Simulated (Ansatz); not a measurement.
Ideal-gas functions of `ClBCl` at 600 K and 1 bar, from an Ansatz frequency run at PBE0-D4/def2-TZVP.

Molar mass 82.73 g/mol, point group C2v (symmetry number 2), electronic degeneracy 1, moments of inertia 10.617, 161.014, 171.631 u Å². Harmonic wavenumbers (cm⁻¹, unscaled): 290, 746, 785, 913, 1097, 2701.

Use S(trans) = R[1.5 ln M + 2.5 ln T − 1.1517]; rotational temperatures θ = 24.2544 K / I; S(rot) = R[ln(√π/σ · √(T³/θAθBθC)) + 1.5]; for each mode x = 1.438777 ν̃/T, S = R[x/(eˣ − 1) − ln(1 − e⁻ˣ)] and H = RT x/(eˣ − 1); 1 cm⁻¹ = 0.0119627 kJ/mol; R = 8.31446 J/(mol·K).

Task: By hand: the entropy, in J/(mol·K).

Result: Translation 178.5. Rotation: θ = 2.2845, 0.1506, 0.1413 K, giving 103.8. Vibration, mode by mode: 11.50, 4.51, 4.18, 3.28, 2.32, 0.10, in all 25.9. Electronic 0.0. Sum 308.2 J/(mol·K).

Task: By hand: H − E and G − E in kJ/mol, counted from the electronic energy.

Result: Zero-point energy ½ × 6532 × 0.0119627 = 39.1; thermal vibration 9.4; translation, rotation and pV give 4 RT = 20.0. H − E = 68.5 kJ/mol, and G − E = 68.5 − 600 × 308.2/1000 = -116.4 kJ/mol.

Vibration gives 8 % of the entropy.
